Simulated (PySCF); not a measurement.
Si(F)4 cation (F4Si), SMILES F[Si](F)(F)F (connectivity only; charge and spin as stated), charge +1, multiplicity 2. Atoms are numbered in the order given.

```xyz
5

F     -1.0058     0.0000     1.1357
Si     0.0000     0.0000    -0.2068
F      0.0000    -1.3461    -0.9749
F      0.0000     1.3461    -0.9749
F      1.0058     0.0000     1.1357
```
Charge +1, spin multiplicity 2.

Coordinates come from a ωB97X-D3(BJ)/def2-SVP optimisation. The spin state was assumed, not searched. The isomer is the one that the SMILES or the coordinates give; other isomers of the formula were not compared.

Computed with TDA-PBE0/def2-SVPD (PySCF).

Vertical excitations. Gas-phase values at a fixed geometry.

**Question.** List the lowest excited states. (An estimate is asked for; the answer gives what the named calculation found.)

**Answer.** 
```csv
state,energy (eV),λ (nm),f,main pairs
root 1,1.34,925,0.000,"β HOMO−5→LUMO 67 %, β HOMO−1→LUMO 32 %"
root 2,2.06,602,0.000,"β HOMO→LUMO 60 %, β HOMO−6→LUMO 25 %, β HOMO−8→LUMO 15 %"
root 3,2.51,494,0.001,"β HOMO−2→LUMO 69 %, β HOMO−9→LUMO 30 %"
root 4,3.03,409,0.005,β HOMO−3→LUMO 81 %
root 5,3.09,401,0.001,"β HOMO−1→LUMO 67 %, β HOMO−5→LUMO 32 %"
root 6,3.10,400,0.000,"β HOMO−6→LUMO 43 %, β HOMO→LUMO 40 %, β HOMO−8→LUMO 16 %"
root 7,3.97,312,0.040,"β HOMO−4→LUMO 54 %, β HOMO−3→LUMO 18 %, β HOMO−7→LUMO 17 %"
root 8,4.11,301,0.001,"β HOMO−9→LUMO 69 %, β HOMO−2→LUMO 30 %"
root 9,4.89,254,0.000,"β HOMO−8→LUMO 68 %, β HOMO−6→LUMO 32 %"
root 10,5.49,226,0.152,"β HOMO−7→LUMO 67 %, β HOMO−4→LUMO 24 %"
```
Unrestricted roots are not spin-pure.
